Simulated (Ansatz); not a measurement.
## Scan of [AlH$_{2}$···H···SiH$_{3}$], doublet

Starting geometry:

```
atom    x (Å)    y (Å)    z (Å)
  Al  -1.7637   0.0000   0.0000
   H  -2.5566   1.3734   0.0000
   H  -2.5566  -1.3734   0.0000
   H  -0.1778   0.0000   0.0000
  Si   1.6573   0.0000   0.0000
   H   2.1073  -1.4163   0.0000
   H   2.1073   0.7081  -1.2265
   H   2.1073   0.7081   1.2265
```

From there H4 is moved from one fragment to the other while all else, the fragments' distance too, stays fixed; atoms are numbered as listed. Energies are in kcal/mol, counted from the starting geometry at the same level.

Basis cc-pVDZ; Ansatz 0.2.0. Only valence electrons are correlated (noble-gas cores frozen). R marks a restricted (for open shells ROHF) determinant, U an unrestricted one.

Full CI isn't at hand for all of this; UCCSDT(Q) serves as the reference, and is uncertain by about the last step of the cluster series.

| distance Al1-H4 (Å) | UHF |
| --- | --- |
| 1.586 | 0.0 |
| 1.642 | -0.5 |
| 1.755 | -1.8 |
| 1.868 | -3.8 |
| 1.981 | -4.4 |

Task: Estimate the UCCSDT(Q) curve in cc-pVDZ from this one, knowing how UHF errs.

Result: The computed UCCSDT(Q) values, in kcal/mol from the starting point, and the error of UHF against them:
```csv
distance Al1-H4 (Å),UCCSDT(Q),UHF less UCCSDT(Q)
1.586,0.0,0.0
1.642,-0.9,0.5
1.755,-2.5,0.7
1.868,-3.9,0.1
1.981,-3.3,-1.1
```

The error spans 1.8 kcal/mol and is largest, -1.1 kcal/mol, at 1.981 Å.
